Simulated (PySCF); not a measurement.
Cartesian coordinates (Å):
```xyz
5

C      0.0057    -0.0168     0.0603
O      0.0114     1.3139    -0.1637
H      0.9449    -0.5382    -0.2297
H     -0.3088    -0.3109     1.0865
H     -0.7817    -0.4317    -0.6174
```
Charge 0, spin multiplicity 2.

### Question
Give the total energy, highest occupied spin orbital and dipole moment at the level TPSSh-D3(BJ)/def2-TZVP // r2SCAN-D4/def2-SVP (PySCF 2.14.0).

### Answer

- total energy: -3132.20 eV
- highest occupied spin orbital: -6.86 eV
- dipole moment: 2.01 D
